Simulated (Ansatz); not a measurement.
## What a trial cell of HfCuSi3 relaxes into

Method: Ansatz, DFT PBE, scalar-relativistic, plane waves, PAW. Cutoff 420 eV, Γ-centred k mesh, Gaussian smearing, no spin polarisation in the final step.

HfCuSi3 was placed on the cubic perovskite structure type (Pm-3m, No. 221), with Hf in place of Sr, Cu in place of Ti, Si in place of O, at a guessed volume.

```yaml
crystal:
  lattice:
    - [4.17940, 0.00000, 0.00000]
    - [0.00000, 4.17940, 0.00000]
    - [0.00000, 0.00000, 4.17940]
  atoms:
    - { symbol: Hf, position: [0.00000, 0.00000, 0.00000] }
    - { symbol: Si, position: [0.00000, 0.50000, 0.50000] }
    - { symbol: Si, position: [0.50000, 0.00000, 0.50000] }
    - { symbol: Si, position: [0.50000, 0.50000, 0.00000] }
    - { symbol: Cu, position: [0.50000, 0.50000, 0.50000] }
```

Steps on the 4×4×4 mesh (5 atoms). 5 of 5 steps are shown, and the free energy counts from the last. Trial steps that were taken back and renewals of the plane-wave basis can be among the rows.

| step | ΔF (meV/atom) | V (Å³/atom) | P (GPa) |
| --- | --- | --- | --- |
| 1 | 235.7 | 14.60 | 28.40 |
| 2 | 16.6 | 16.84 | 5.58 |
| 3 | 3.0 | 17.50 | 1.31 |
| 4 | 2.1 | 17.71 | 0.10 |
| 5 | 0.0 | 17.71 | 0.29 |

A final relaxation ran on a 8×8×8 mesh. The relaxed crystal, Pm-3m (No. 221):

```
Hf Si Cu
1.0
     4.47592    0.00000    0.00000
     0.00000    4.47592    0.00000
     0.00000    0.00000    4.47592
Hf Si Cu
1 3 1
Direct
  0.00000 0.00000 0.00000
  0.00000 0.50000 0.50000
  0.50000 0.00000 0.50000
  0.50000 0.50000 0.00000
  0.50000 0.50000 0.50000
```

```
Volume per atom          : 17.93 Å³
Density                  : 6.04 g/cm³
Energy over the elements : 0.63 eV/atom
Gap on the 8×8×8 mesh    : 0 eV (a metal)
```

Energies over the elements count from the elements' standard structures at the same level, with no empirical corrections.

The final run used a 8×8×8 mesh on its 5-atom cell and 0.10 eV smearing. The k mesh leaves about 4 meV/atom of noise in metals. Spin–orbit coupling is left out.

A structure relaxed within its symmetry needn't be a true minimum.

Cost: 3 runs of about 0.6 core-minutes in all, on Arm Neoverse V2 (shared hosts).